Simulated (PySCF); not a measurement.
# BH7O: the cost of one run

Computed with PySCF 2.14.0; each step states its level. No surroundings beyond the atoms listed, unless a continuum is named. Atoms count from 0, parts from 1.

## 1. Starting point

9 atoms, charge 0, multiplicity 1; geometry: GFN2-xTB. Parts: 1 = atoms 0–4, `[BH4-]`, charge -1; 2 = atoms 5–8, `[OH3+]`, charge 1. In the given geometry H1 and H6 of different parts have joined to H2 (0.83 Å), so values for the parts refer to these atom groups.

## 2. Geometry optimisation at PBE0-D3(BJ)/def2-SVPD

The job: settings as JSON, then the geometry in Å.

```
{"job": {"xc": "PBE0", "basis": "def2-SVPD", "d3": "d3bj", "grid": 2, "kind": "geom", "shake": 0.01}, "charge": 0, "multiplicity": 1, "parts": [{"atoms": "0-4", "charge": -1, "multiplicity": 1}, {"atoms": "5-8", "charge": 1, "multiplicity": 1}]}
B      0.104358    -0.204843    -0.505735
H     -0.545992    -0.820512     1.803410
H      1.154960    -0.607048    -0.490857
H     -0.044200     0.971129    -0.341997
H     -0.752318    -0.796349    -1.072553
O     -0.697064    -0.053821     3.911415
H     -0.333339    -0.674216     1.019222
H     -0.927386     0.868522     3.817269
H      0.048226    -0.090225     4.538792
```

Launch:

```
OMP_NUM_THREADS=1 python cluster_run.py task.json out
```

One launch serves the whole session: the jobs run in the order shown.

Q: Estimate the wall time and peak memory of this first job on 1 thread of Arm Neoverse V1, shared host.

About 83 s, with a peak of 0.46 GiB.
